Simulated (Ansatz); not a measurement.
# BNH3 (SMILES B[NH]): UHF/def2-TZVPP

What is the vertical doublet–quartet gap of BNH3 at UHF/def2-TZVPP? 

Program for the calculation: Ansatz 0.2.0.

45 further runs of the same task are left out: 45 set aside as unsound or not needed.

## 1. The molecule

BNH3 has 5 atoms, charge 0, and is taken as a doublet. SMILES: `B[NH]`. The coordinates come from a PBE0-D4/def2-TZVP relaxation.

Bond lengths: B1–N2 1.329 Å, B1–H3 1.210 Å, B1–H4 1.204 Å, N2–H5 0.999 Å. Angles: B1–N2–H5 163.9°, N2–B1–H3 118.8°, N2–B1–H4 121.2°, H3–B1–H4 119.9°.

## 2. The energy at UHF/def2-TZVPP

Contents of in.yaml:

```yaml
crystal:
  periodic: [false, false, false]
  atoms:
    - {symbol: B, position_ang: [-0.310800, -0.370100, -0.091600]}
    - {symbol: N, position_ang: [0.531200, 0.655200, -0.019800]}
    - {symbol: H, position_ang: [-0.414800, -1.107400, 0.862500]}
    - {symbol: H, position_ang: [-0.964100, -0.573100, -1.081900]}
    - {symbol: H, position_ang: [1.208400, 1.321700, 0.289300]}
basis:
  gaussian:
    orbitals: def2-TZVPP
magnetization:
  spin_polarized: true
  initial_magnetization: 1
hamiltonian:
  xc: hf
accuracy: high
output:
  orbitals: {seedname: orbitals}
```

Run with:

```
$ ansatz run in.yaml --threads 1 --pin off --max-ram 3480MiB --events-out events.jsonl --progress --plain --runs-dir runs
```

What it wrote:

```text
Warning: RAYON_NUM_THREADS=1 ignored (pool sized by the plan → 1); use --threads N
Functional definition: HF
  name "HF"
  exchange = exact_x
  correlation = 0
1698 factors; integrals over basis functions are off by at most 3.1e-9 eV
mean field evaluation 1: about -2197.3277 eV, gradient 2.3e1 eV
mean field evaluation 2: about -2197.3299 eV, gradient 2.3e1 eV
mean field evaluation 4: about -2200.4255 eV, gradient 3.5e0 eV
mean field evaluation 8: about -2200.7362 eV, gradient 2.9e-1 eV
mean field evaluation 16: about -2197.1100 eV, gradient 1.9e1 eV
mean field evaluation 32: about -2199.0955 eV, gradient 1.2e-1 eV
mean field -2200.73817226 eV, -80.8756361167 hartree, gradient 2.3e-8 eV, S^2 0.773908; 0 other end points of the search recorded, 0 dependent functions left out
reference -2200.73817226 eV, -80.8756361167 hartree; 8, 7 occupied and 96, 97 virtual orbitals, 1698 factors
Total energy: -2200.73817226 eV, -80.8756361167 hartree
```

Run time: 3.3 s. Hardware: 1 thread of Arm Neoverse V1, shared host; peak memory 0.23 GiB.

## 3. The quartet at the same level

Contents of molecule.yaml:

```yaml
basis:
  gaussian:
    orbitals: def2-TZVPP
crystal:
  periodic: [false, false, false]
  atoms:
    - {symbol: B, position_ang: [-0.310800, -0.370100, -0.091600]}
    - {symbol: N, position_ang: [0.531200, 0.655200, -0.019800]}
    - {symbol: H, position_ang: [-0.414800, -1.107400, 0.862500]}
    - {symbol: H, position_ang: [-0.964100, -0.573100, -1.081900]}
    - {symbol: H, position_ang: [1.208400, 1.321700, 0.289300]}
accuracy: high
hamiltonian:
  xc: hf
magnetization:
  spin_polarized: true
  initial_magnetization: 3
output: {orbitals: {seedname: orbitals}}
```

Run with:

```
$ ansatz run molecule.yaml --threads 1 --pin off --max-ram 3480MiB --events-out events.jsonl --progress --plain --runs-dir runs
```

What it wrote:

```text
Warning: RAYON_NUM_THREADS=1 ignored (pool sized by the plan → 1); use --threads N
[... 4 set-up lines as earlier in the session ...]
1698 factors; integrals over basis functions are off by at most 3.1e-9 eV
mean field evaluation 1: about -2194.0389 eV, gradient 1.4e1 eV
mean field evaluation 2: about -2194.0426 eV, gradient 1.4e1 eV
mean field evaluation 4: about -2195.3487 eV, gradient 1.8e0 eV
mean field evaluation 8: about -2195.4454 eV, gradient 1.3e-1 eV
mean field evaluation 16: about -2193.9262 eV, gradient 3.2e0 eV
mean field -2195.44579548 eV, -80.6811448574 hartree, gradient 1.6e-8 eV, S^2 3.781349; 0 other end points of the search recorded, 0 dependent functions left out
reference -2195.44579548 eV, -80.6811448574 hartree; 9, 6 occupied and 95, 98 virtual orbitals, 1698 factors
Total energy: -2195.44579548 eV, -80.6811448574 hartree
```

Run time: 2.6 s. Hardware: 1 thread of Arm Neoverse V1, shared host; peak memory 0.23 GiB.

## 4. What came out

Level: UHF/def2-TZVPP.

```
                                        quantity         value
                           doublet: total energy  -80.87564 Eh
     doublet: HOMO energy (highest over α and β)     -11.68 eV
      doublet: LUMO energy (lowest over α and β)       2.18 eV
                                   doublet: ⟨S²⟩         0.774
                           quartet: total energy  -80.68114 Eh
     quartet: HOMO energy (highest over α and β)      -5.19 eV
      quartet: LUMO energy (lowest over α and β)      -0.31 eV
                                   quartet: ⟨S²⟩         3.781
vertical energy of the quartet above the doublet      5.292 eV
```

What this shows: At this shape the quartet lies 5.29 eV (511 kJ/mol) above the doublet.
